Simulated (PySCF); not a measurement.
**MgP+: bond curves at several levels of theory**

The task here is to estimate one member of a computed series from the others.

Computed with PySCF 2.14.0. Level: Mg pcseg-1, P pcseg-1, no relativity.

The first run:

The job is set up so:

```yaml
atoms: Mg, P
charge: 1
basis: Mg pcseg-1, P pcseg-1
Hamiltonian: no relativity
basis_functions: 28
electrons_treated: 26
masses_in_u: 23.9850, 30.9738
levels: PBE0, PBE, r²SCAN, revPBE, TPSSh, M06-2X, HF, MP2, SCS-MP2, CCSD, CCSD(T)
grid: 80 radial by 434 angular points
occupations: held fixed by the projection of orbital angular momentum
dissociation_limit: Mg+ + P, each in its ground configuration
starting_distance_in_angstrom: 2.520
values_of_2S_to_try: 0, 2, 4
```

On the command line:

```
$ OMP_NUM_THREADS=1 python dia.py task.json out
```

Steps of the session up to this table: Set-up; The PBE0 curve of the state that the search chose; Other states along the same grid; PBE (GGA); r²SCAN (meta-GGA); revPBE (GGA); TPSSh (hybrid meta-GGA); M06-2X (hybrid meta-GGA); ROHF (mean field); MP2 and coupled cluster.

One table of the session follows, with a row left open; its other results are not shown here.

It belongs to the step «The curves together». Energy (eV) from each level's lowest point:

| R (Å) | ROHF | ROHF-MP2 | ROHF-SCS-MP2 | ROHF-CCSD | ROHF-CCSD(T) |
| --- | --- | --- | --- | --- | --- |
| 2.164 | 0.531 | 0.540 | 0.565 | n/a | n/a |
| 2.264 | 0.231 | 0.239 | 0.258 | 0.318 | 0.329 |
| 2.365 | 0.069 | 0.074 | 0.086 | 0.129 | 0.137 |
| 2.441 | ? | ? | ? | ? | ? |
| 2.516 | 0.000 | 0.000 | 0.000 | 0.010 | 0.013 |
| 2.591 | 0.020 | 0.016 | 0.010 | 0.000 | 0.000 |
| 2.692 | 0.085 | 0.075 | 0.059 | 0.020 | 0.016 |
| 2.818 | 0.208 | 0.189 | 0.161 | 0.080 | 0.070 |
| 2.969 | 0.394 | 0.360 | 0.317 | 0.178 | 0.163 |
| 3.170 | 0.671 | 0.613 | 0.551 | n/a | n/a |

**Question.** Estimate the row for R (Å) = 2.441.

Worked estimate for «ROHF». A straight line through the neighbours (2.365, 0.069) and (2.516, 0.000) gives 0.069 + (0.000 − 0.069) × (2.441 − 2.365) / (2.516 − 2.365) = 0.034; a parabola fitted to 4 rows on both sides gives 0.011.

The run gave: ROHF: 0.013; ROHF-MP2: 0.016; ROHF-SCS-MP2: 0.022; ROHF-CCSD: 0.050; ROHF-CCSD(T): 0.055. In «ROHF» the line misses by +0.021 and the parabola by -0.002.

State 4 has its PBE0 minimum 1.53 eV higher. The other levels ran on the lowest alone.
